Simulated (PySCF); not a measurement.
Compound: C₃H₃O₂ (doublet state).
Structure used (GFN2-xTB), in Å, numbered top down from 1:
```
atom  x, y, z in Å
O1    -2.2344    0.4352   -0.0404
C2    -1.1913   -0.0173   -0.4154
C3     0.0424   -0.0652    0.4099
C4     1.3177    0.2720   -0.2236
O5     1.0371   -1.0194    0.0224
H6    -1.0501   -0.4321   -1.4304
H7    -0.0911    0.0569    1.4821
H8     2.1787    0.7794    0.1707
```

The hyperfine couplings belong to this conformer and change with its torsions.

As a line formula: `O=C[C@@H]1[CH]O1` [radical].

Level of theory: UKS B3LYP, pcH-1 on C H O, non-relativistic, mean-field spin-orbit, GIAO (PySCF 2.14.0). One conformer (not necessarily the lowest) at the GFN2-xTB geometry, without solvent, vibrations or thermal averaging. Couplings are sensitive to structure, and on GFN2-xTB geometries they can be far from those on DFT ones. The SCF solution wasn't tested for stability.

(1) Give the principal g shifts and their parts.

(2) What are the electron Larmor frequencies g μB B/h along the three axes at 1200 mT?

(3) At 34.148 GHz, how far is the centre of the isotropic spectrum from where a free electron (g = 2.002319) resonates?

(4) In a frozen sample, at which fields do the three g values resonate at 9.5, 34, 94 and 263 GHz (hyperfine left aside), and which band first spreads them over more than twice a line width of 0.3 mT?

## Answers

(1) 
```csv
Δg (ppm),1,2,3
relativistic mass correction,-193,-193,-193
gauge correction,4,39,16
orbital Zeeman/spin–orbit,-12,501,2517
total,-201,348,2341
```

So g = 2.00212, 2.00267, 2.00466 and g_iso = 2.00315; the tensor is rhombic: the two nearest values differ by 22 % of g3 − g1. Axes: g2 points within 7° of the C4–O5 bond.

(2) 33.6266, 33.6358, 33.6693 GHz for g1, g2 and g3, a range of 42.7 MHz.

(3) B = hν/(g μB) with μB/h = 13.99624 MHz/mT gives 1218.49 mT for the free electron and 1217.98 mT at g_iso, 0.50 mT lower.

(4) 
```csv
band,GHz,B(g3) mT,B(g2) mT,B(g1) mT,spread mT
X,9.5,338.59,338.92,339.02,0.43
Q,34.0,1211.79,1212.99,1213.33,1.54
W,94.0,3350.24,3353.57,3354.49,4.25
J,263.0,9373.54,9382.87,9385.44,11.90
```

The spread grows in proportion to the frequency. Q band is the first where it exceeds 0.6 mT.

The largest Mulliken spin populations are on C4 (+0.85) and O5 (+0.16). The angles at C4 add up to 315.2°, so it is pyramidal.

The HOMO–LUMO gaps are 5.06 eV among the α and 5.07 eV among the β orbitals.
